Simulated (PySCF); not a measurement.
## Rotational lines of SiO

Lines J+1 ← J of the vibrational ground state, computed from PBE0 constants of SiO, ¹Σ⁺ (singlet), closed shell (Si def2-TZVP, O def2-TZVP; no relativity (PySCF 2.14); masses 27.9769 and 15.9949 u), in MHz:

```csv
J,ν (MHz)
0,43492.9
1,86985.1
2,130475.9
3,173964.7
4,217450.8
```

Task: Find B0 and the effective bond length r0; with αe = 0.00457 cm⁻¹, find Re.

Result: ν = 2B0(J+1) − 4D(J+1)³ gives B0 = 0.72539 cm⁻¹. With the reduced mass μred = 10.177 u, r0 = √(16.8576/(μred·B0)) (u, cm⁻¹, Å) = 1.5112 Å. Be = B0 + αe/2 = 0.72767 cm⁻¹ gives Re = 1.509 Å.
